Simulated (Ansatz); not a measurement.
[CH₃···H···BH₂], doublet along the distance C1-H5

Starting geometry:

```xyz
8

C    -1.3316    0.0000    0.0000
H    -1.6948    1.0273    0.0000
H    -1.6948   -0.5137    0.8897
H    -1.6948   -0.5137   -0.8897
H    -0.2420    0.0000    0.0000
B     1.5854    0.0000    0.0000
H     2.0945    0.0000    1.0770
H     2.0945    0.0000   -1.0770
```

From there H5 is moved from one fragment to the other while all else, the fragments' distance too, stays fixed, so the hump isn't the reaction's barrier; atoms are numbered as listed. Energies are in kcal/mol, counted from the starting geometry at the same level. Kohn–Sham curves are unrestricted where that lies lower.

Basis cc-pVDZ; Ansatz 0.2.0. Only valence electrons are correlated (noble-gas cores frozen). R marks a restricted (for open shells ROHF) determinant, U an unrestricted one.

In so small a basis the reference is far from its limit while semilocal and hybrid functionals are nearer theirs (RPA and double hybrids share much of the reference's basis error), so the functionals' errors here hold much of the reference's basis and frozen-core error, which can add to them or hide them.

Full CI isn't at hand for all of this; UCCSDT(Q) serves as the reference, and is uncertain by about the last step of the cluster series.

| distance C1-H5 (Å) | UCCSDT(Q) | PBE | r2SCAN | PBE0 | B3LYP | wB97M-V | B2PLYP | RPA-PBE |
| --- | --- | --- | --- | --- | --- | --- | --- | --- |
| 1.090 | 0.0 | 0.0 | 0.0 | 0.0 | 0.0 | 0.0 | 0.0 | 0.0 |
| 1.184 | 1.5 | 0.1 | 0.9 | 1.0 | 0.9 | 1.3 | 1.4 | 1.2 |
| 1.371 | 8.8 | 5.3 | 7.2 | 7.4 | 7.0 | 8.2 | 8.4 | 8.4 |
| 1.559 | 9.2 | 7.2 | 8.2 | 8.6 | 7.7 | 9.0 | 8.9 | 9.8 |
| 1.747 | 8.1 | 9.5 | 8.6 | 9.2 | 7.8 | 8.2 | 8.1 | 9.8 |
